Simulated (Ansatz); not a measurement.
Wurtzite MgTe: PBE at its full settings (plane-wave cutoff 520 eV, 12×12×6 k mesh (along the axes of the cell as run), Fermi–Dirac smearing 0.01 eV, scalar-relativistic PAW data made under PBE) and at cheaper ones, in a cell of 4 atoms with Γ-centred meshes.

| level and setting | lattice parameter a (Å) | lattice parameter c (Å) | bulk modulus (GPa) |
|---|---|---|---|
| PBE (Ansatz) | 4.608 | 7.500 | 33.9 |
| PBE (300 eV cutoff) (Ansatz) | 4.608 | 7.499 | 34.5 |
| PBE (Γ point alone) (Ansatz) | 5.942 | 7.007 | 3.3 |
| PBE (2×2×2 k mesh) (Ansatz) | 4.809 | 7.029 | 26.4 |
| PBE (4×4×4 k mesh) (Ansatz) | 4.620 | 7.476 | 33.9 |
| PBE (4×4×4 k mesh and 300 eV cutoff) (Ansatz) | 4.619 | 7.477 | 35.8 |
| PBE (6×6×6 k mesh) (Ansatz) | 4.609 | 7.498 | 33.9 |
| PBE (Fermi-Dirac smearing of 0.3 eV) (Ansatz) | 4.609 | 7.501 | 33.7 |

Largest shifts from the full settings: lattice constant a +29 % (PBE (Γ point alone)), against a difference of +1.50 % of the full result from the reference 4.54 Å (measured, temperature not stated, not corrected to a static lattice; as tabulated in Z. Anorg. Allg. Chem. 266, 289 (1951), by the Crystallography Open Database); lattice parameter c -6.57 % (PBE (Γ point alone)), against a difference of +1.42 % of the full result from the reference 7.395 Å (measured, temperature not stated, no zero-point or thermal correction; as tabulated in Z. Anorg. Allg. Chem. 266, 289 (1951), by the Crystallography Open Database); bulk modulus -90 % (PBE (Γ point alone)).

Ansatz's density-functional and Hartree–Fock values are scalar-relativistic unless marked +SOC, with PAW data made under PBE.

Run with cheap settings on purpose, which may leave them unconverged: PBE (2×2×2 k mesh), PBE (300 eV cutoff), PBE (4×4×4 k mesh and 300 eV cutoff), PBE (4×4×4 k mesh), PBE (6×6×6 k mesh), PBE (Fermi-Dirac smearing of 0.3 eV), PBE (Γ point alone).

Ansatz is a quantum-chemistry and plane-wave program.
